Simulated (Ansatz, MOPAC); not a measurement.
Barrier height from H + H2 to the transition structure H3, without zero-point energy, on the benchmark's geometries as Psi4's copy of the set gives them.
Transition structure (charge 0, multiplicity 2):
```tsv
atom	x (Å)	y (Å)	z (Å)
H	0.0000	0.0000	0.0000
H	0.0000	0.0000	0.9295
H	0.0000	0.0000	-0.9295
```

Open shells are unrestricted; no spin–orbit coupling.

The state reached by AM1, PM3, PM7 isn't checked; PM7 holds dispersion and hydrogen-bond terms.

Codes used: Ansatz (a quantum-chemistry and plane-wave program); MOPAC for AM1, PM3, PM7 (differences of heats of formation). 

### Question
One of these levels gives -13.05 kcal/mol for the barrier height. Which?
A) PM7
B) B97M-V/def2-TZVPPD
C) AM1
D) PM3

### Answer
D, PM3. The others give 1.18 (AM1), -11.80 (PM7), 4.39 (B97M-V/def2-TZVPPD)
